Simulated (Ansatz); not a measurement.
# Band gap of some tetrahedrally bonded semiconductors and semimetals

Method: PBE0+SOC (Ansatz, a quantum-chemistry and plane-wave program; the runs differ in potentials, basis or settings). References are measured gaps from which a computed or estimated zero-point shift was taken out, by their sources or here, so that they lie as a rule above the printed measurements. The table is a random draw of 8 from 16 solids with such references.

Values in eV.

| solid | reference | PBE0+SOC | error (eV) |
|---|---|---|---|
| wurtzite CdS | 2.64¶ | 2.88 | +0.24 |
| zinc-blende GaAs | 1.57 | 1.85 | +0.28 |
| diamond-structure Si | 1.23 | 1.76 | +0.53 |
| 3C-SiC | 2.53 | 2.94 | +0.41 |
| zinc-blende GaSb | 0.84 | 1.23 | +0.39 |
| zinc-blende BP | 2.2¶ (2.20–2.50) | 2.64 | +0.44 |
| zinc-blende GaP | 2.43 | 2.89 | +0.46 |
| zinc-blende CdTe | 1.63 | 1.92 | +0.29 |

Over these 8 solids the mean error is +0.38 eV, the mean absolute error 0.38 eV (median 0.40 eV), and the worst case diamond-structure Si at +0.53 eV; the value is above the reference in 8 of 8 cases. Over all 16, from unrounded values, the mean error is +0.37 eV and the mean absolute error 0.37 eV (median 0.41 eV). Caveats on values not shown: for solids of elements lighter than gallium the value without spin–orbit coupling stands in (2).

¶ marks references of a special kind: wurtzite CdS, 2.64 eV (measured, zero-point renormalisation of 0.068 eV removed from the gap extrapolated to 0 K (as printed); as tabulated in X. Ren, F. Merz, H. Jiang et al., All-electron periodic G0W0 implementation …); zinc-blende BP, 2.2 eV (measured, zero-point renormalisation of 0.106 eV removed from the gap extrapolated to 0 K (as printed); the shift is computed, second of two values printed, our sources range from 2.20 to 2.50; as tabulated in X. Ren, F. Merz, H. Jiang et al., All-electron periodic G0W0 implementation …).

Brackets give the range of the sources taken for a reference, where it is wide; it can hold other temperatures.

Differences are worked out from the printed values.

Computed values are for a static lattice; measured ones hold zero-point and thermal shifts unless a correction is named.

Cells: PBE0+SOC at the measured cell for 7 of them, at the measured cell (atoms relaxed with PBEsol) for 1 of them. Caveats: for solids of elements lighter than gallium the value without spin–orbit coupling stands in (diamond-structure Si, 3C-SiC, zinc-blende BP). Ansatz's density-functional and Hartree–Fock values are scalar-relativistic unless marked +SOC, with PAW data made under PBE.

Not in this set, of the tetrahedrally bonded semiconductors and semimetals with a reference value in our tables and a result at some level: 15 for a reference of another kind, counted apart; 2 for no value at PBE0+SOC (not run, a failed fit, an unstable or unbound cell, or a value held back for tests); 2 for a doubt noted on the run at PBE0+SOC; 1 for sources at odds; 1 for a measured value of zero; 1 for a high-temperature or high-pressure phase. These can be a level's best or worst cases. At least 6 more with a reference value are held back for tests. Solids without a released value at any level aren't counted. Without +SOC, gaps count where the solid holds none of Ge, As, Se, Br, Sn, Sb, Te, I or the elements past barium, or holds Ge, As, Se or Br with a gap over 4 eV. Layered and molecular crystals are counted apart. The metals Ce to Yb are counted apart.

References as tabulated in, or derived from, Chen et al. (2018), doi:10.1103/physrevmaterials.2.073803; X. Ren, F. Merz, H. Jiang et al., All-electron periodic G0W0 implementation …; arXiv:2302.06325; Miglio et al. (2020), arXiv:2011.12765.
